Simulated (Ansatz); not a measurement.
Two shapes of singlet SO3.

Shape 1:

```xyz
4

S    -0.0352    0.0234   -0.0267
O     1.4136   -0.0320    0.0265
O    -0.7472    1.2888   -0.0129
O    -0.7399   -1.2796    0.0340
```

Shape 2:

```xyz
4

S     0.0000    0.0000    0.0000
O     1.5568    0.0000    0.0000
O    -0.7784    1.3482    0.0000
O    -0.7784   -1.3482    0.0000
```

Basis set: 6-31G* (spherical functions). Correlated methods keep 8 orbitals frozen. Charge 0, multiplicity 1.

Computed with Ansatz (development build ahead of 0.2.0); each method stands on the lowest determinant of its kind that the runs found.

Q: Which shape is lower in energy, and by how much in each method?

A:

```tsv
method	E(2) − E(1) (eV)
RHF	1.675
RHF-MP2	0.654
```

Shape 1 is lower.
